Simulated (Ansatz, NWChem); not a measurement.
# From NWChem to Ansatz

This NWChem 7.3.0 job computes C2F3N (cyanotrifluoromethane):

test.nw:
```
start test
memory stack 880 mb heap 220 mb global 1100 mb
charge 0

geometry units angstrom noautosym nocenter noautoz
N     1.022100   -1.705100    0.893500
C     0.486200   -0.810600    0.417800
C    -0.206400    0.345600   -0.197200
F    -1.316000   -0.055800   -0.802300
F     0.581500    0.927000   -1.091500
F    -0.525200    1.234800    0.733600
end

basis spherical bse
* library cc-pVDZ
end

scf
thresh 1e-08
maxiter 80
end

ccsd
freeze core 6
maxiter 60
end

task ccsd(t)
```

```bash
$ nwchem test.nw > test.out
```

The shape is that of a PBE0-D4/def2-TZVP optimisation.

It gives a total energy of -429.499933 Eh.

Problem. How is this level of theory, on these atoms, set up in Ansatz 0.2.0 as an input file of the program's own?

Solution. For example:

run.yaml:
```yaml
basis:
  gaussian:
    orbitals: cc-pVDZ
crystal:
  periodic: [false, false, false]
  atoms:
    - symbol: N
      position_ang: [1.022100, -1.705100, 0.893500]
    - symbol: C
      position_ang: [0.486200, -0.810600, 0.417800]
    - symbol: C
      position_ang: [-0.206400, 0.345600, -0.197200]
    - symbol: F
      position_ang: [-1.316000, -0.055800, -0.802300]
    - symbol: F
      position_ang: [0.581500, 0.927000, -1.091500]
    - symbol: F
      position_ang: [-0.525200, 1.234800, 0.733600]
correlation:
  method: ccsd_t
  frozen_orbitals: {C: 1, F: 1, "N": 1}
accuracy: high
scf:
  omitted_lower_state_checks: [cluster_reference, increment]
```

```bash
$ ansatz run run.yaml --threads 1 --pin off --max-ram 3480MiB --events-out events.jsonl --progress --plain --runs-dir runs
```

Its energy is -429.499933 Eh, the same as the first but for the last digit, at most.
